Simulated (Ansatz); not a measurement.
A made-up structure of C2H4Si, closed shell:

```xyz
7
angstrom
C 0.1687 0.8954 -0.7164
Si -0.7175 -0.4767 -0.4208
C 0.3113 -0.2382 0.7398
H -1.6632 -1.5215 -0.5953
H 0.4978 1.6776 -1.3517
H 1.1217 -0.9626 0.8391
H -0.0757 0.0672 1.7128
```

It is relaxed with PBE-D4/def2-SVP and then PBE0-D4/def2-TZVP (Ansatz 0.2.0). Atoms count as bonded within 1.22 times the sum of their covalent radii (H–H: 0.88 Å). The end point is not checked to be a true minimum.

Q: Does its bonding change? (A judgement: the text doesn't fix the answer.)

A: The calculation gives: Yes. Formed: C1–C3; broken: Si2–C3.

Where it ends: The first stage lowers the energy by 3.50 eV in 30 steps. It ends as C₂H₄Si ([CH2]C=[SiH]):
```xyz
7
angstrom
C -0.2012 0.1941 -0.1140
Si -0.7729 -1.4367 -0.8353
C 0.7140 0.1394 0.8630
H -1.7558 -0.8371 -1.8425
H -0.5561 1.1739 -0.4283
H 1.1000 -0.8168 1.2116
H 1.1151 1.0242 1.3531
```

For scale, one of the runs: PBE0-D4/def2-TZVP relaxation, 123 basis functions, launched by `ansatz run in.yaml --threads 2 --pin off --events-out ev --progress --plain --max-ram 4352MiB`. Hardware: 2 CPU threads of an Intel Xeon 6975P-C, shared host. Wall time about 9.5 s.
